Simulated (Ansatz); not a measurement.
C4H2, SMILES `C#CC#C`: measurement beside calculation (Ansatz, PBE0-D4/def2-TZVP geometry).

```xyz
6

C    -0.159   -0.951    1.621
C    -0.057   -0.344    0.586
C     0.058    0.344   -0.586
C     0.159    0.951   -1.621
H    -0.249   -1.488    2.536
H     0.249    1.488   -2.536
```

Measured: 0.1464102 cm⁻¹ (B0, ground vibrational state, laboratory infrared spectroscopy (quoted)). Source: The abundances of polyacetylenes towards CRL618, 2010 (arxiv:1012.0010).

```tsv
constant	measured (MHz)	computed (MHz)	error (%)
B	4389	4428	0.9
```

Computed constants are equilibrium values for the main isotopes; measured ground-state ones include zero-point motion, which usually lowers them by up to about 1 %.

Measured: 82107 cm⁻¹ (ionisation energy: ionisation to X+ 2Pi, photoelectron spectroscopy). Source: Spin-orbit coupling and rovibrational structure in the iododiacetylene radical cation by PFI-ZEKE photoelectron spectroscopy, 2017 (arxiv:1704.03280).

```tsv
level	vertical IE (eV)	minus measured (eV)
PBE-D4/def2-TZVPP	9.91	-0.27
r2SCAN-D4/def2-TZVPP	9.84	-0.34
PBE0-D4/def2-TZVPP	9.95	-0.23
B3LYP-D4/def2-TZVPP	9.97	-0.21
ωB97X-V/def2-TZVPP	10.00	-0.18
ωB97M-V/def2-TZVPP	9.99	-0.19
B2PLYP/def2-TZVPP	10.09	-0.09
−ε(HOMO), LDA (SPW92)	6.79	-3.39
−ε(HOMO), PBE	6.59	-3.59
−ε(HOMO), revPBE	6.53	-3.65
−ε(HOMO), BLYP	6.42	-3.76
−ε(HOMO), r2SCAN	6.78	-3.40
−ε(HOMO), B97M-V	6.73	-3.45
−ε(HOMO), PBE0	7.69	-2.49
−ε(HOMO), B3LYP	7.46	-2.72
−ε(HOMO), r2SCANh	7.19	-2.99
−ε(HOMO), r2SCAN0	7.82	-2.36
−ε(HOMO), HSE06	7.30	-2.88
−ε(HOMO), BHLYP	8.63	-1.55
−ε(HOMO), CAM-B3LYP	8.96	-1.22
−ε(HOMO), LC-ωPBE	10.33	0.15
−ε(HOMO), ωB97X-V	9.91	-0.27
−ε(HOMO), ωB97M-V	9.80	-0.38
```

Computed values are vertical and leave out zero-point energy and spin–orbit coupling, so an adiabatic measurement lies lower by the cation's relaxation.

Measured: 625.4986 cm⁻¹ (nu6, doubly degenerate bending mode, laboratory infrared spectroscopy (quoted)); 482.7078 cm⁻¹ (nu7, doubly degenerate bending mode, laboratory infrared spectroscopy (quoted)); 627.8958 cm⁻¹ (nu8, doubly degenerate bending mode, laboratory infrared spectroscopy (quoted)); 219.9778 cm⁻¹ (nu9, doubly degenerate bending mode, laboratory infrared spectroscopy (quoted)). Source: The abundances of polyacetylenes towards CRL618, 2010 (arxiv:1012.0010).

Harmonic PBE0-D4 wavenumbers (cm⁻¹, unscaled): 239, 239, 535, 535, 673, 673, 678, 678, 924, 2128, 2306, 3481, 3483. Fundamentals include anharmonicity and usually lie a few per cent under these; harmonic values from spectra compare directly.

B3LYP here is the variant with VWN-RPA as its local correlation; programs differ in this.
